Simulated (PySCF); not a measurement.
# Spin-orbit coupling and the first ionisation energy along the third row

Two-component X2C-1e calculated with PySCF 2.14: MP2 on generalised Hartree-Fock spinors (GMP2), with spin-orbit coupling off and on (screened by Boettger's factors); no Breit or QED terms. Values in eV; the references (NIST) lie between the lowest levels. Elements whose determinants are no pure J levels are left out.

```tsv
element	configurations	spin-free	with spin-orbit	shift	reference
Mg (x2c-SVPall-2c with one added diffuse shell each of s, p type, [Ne] frozen)	[Ne] 3s2 → [Ne] 3s1	7.142	7.142	0.000	7.646
Al (x2c-SVPall-2c with one added diffuse shell each of s, p type, [Ne] frozen)	[Ne] 3s2 3p1 → [Ne] 3s2	5.667	5.676	0.009	5.986
S (x2c-SVPall-2c with one added diffuse shell each of s, p type, [Ne] frozen)	[Ne] 3s2 3p4 → [Ne] 3s2 3p3	9.691	9.718	0.026	10.360
Cl (x2c-SVPall-2c with one added diffuse shell each of s, p type, [Ne] frozen)	[Ne] 3s2 3p5 → [Ne] 3s2 3p4	12.507	12.499	-0.008	12.968
Ar (x2c-SVPall-2c with one added diffuse shell each of s, p type, [Ne] frozen)	[Ar] → [Ne] 3s2 3p5	15.605	15.540	-0.064	15.760
```

The largest shift is at Ar, -0.064 eV, where spin-orbit coupling lowers the species with fewer electrons by more than the one with more (starting occupations closed and 3p1/2^2 3p3/2^3).

What remains against the references is mostly the basis and correlation beyond MP2.
